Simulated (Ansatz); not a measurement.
Molecule: C4H5, charge -1, multiplicity 1. It need not be the lowest isomer of its formula. Whether it binds its extra electron was not tested at this geometry. 
Structure (B3LYP-D3(BJ)/def2-TZVP (Ansatz, a program for electronic structure) minimum search):
```xyz
9

C      0.0072    -0.7230     0.7191
C      0.0456     0.6825     0.8150
C     -0.0443    -0.8118    -0.6865
C     -0.0073     0.7327    -0.7288
H      0.0150    -1.4987     1.4906
H     -0.5189     1.3217     1.5004
H      0.5206    -1.4880    -1.3349
H      0.8784     1.1658    -1.2187
H     -0.9023     1.2160    -1.1503
```
Charge -1, spin multiplicity 1.

Total electronic energies in hartree. Valence correlation only, unless marked. No spin-orbit coupling. Non-relativistic. 

```tsv
level	program	energy (Eh)
HF/aug-cc-pVDZ	Ansatz	-154.24542
HF/cc-pVDZ	Ansatz	-154.22411
B3LYP-D3(BJ)/def2-TZVPD	Ansatz + dftd3	-155.39247
B3LYP/def2-TZVPD	Ansatz	-155.38253
PBE0/6-31G*	Ansatz	-155.10223
PBE0/def2-SVP	Ansatz	-155.00488
PBE0-D3(BJ)/def2-TZVPD	Ansatz + dftd3	-155.18772
BHLYP/def2-TZVPD	Ansatz	-155.26380
LC-wPBE-D3(BJ)/def2-TZVPD	Ansatz + dftd3	-155.26590
B2PLYP-D3(BJ)/def2-TZVPD	Ansatz + dftd3	-155.22996
B2PLYP/def2-TZVPD	Ansatz	-155.22554
SCS-MP2/STO-3G	Ansatz	-152.43329
CCSD/aug-cc-pVDZ	Ansatz	-154.86512
CCSD(T)/cc-pVTZ	Ansatz	-155.01342
```

Totals of different functionals don't rank their quality; only differences between species are comparable.
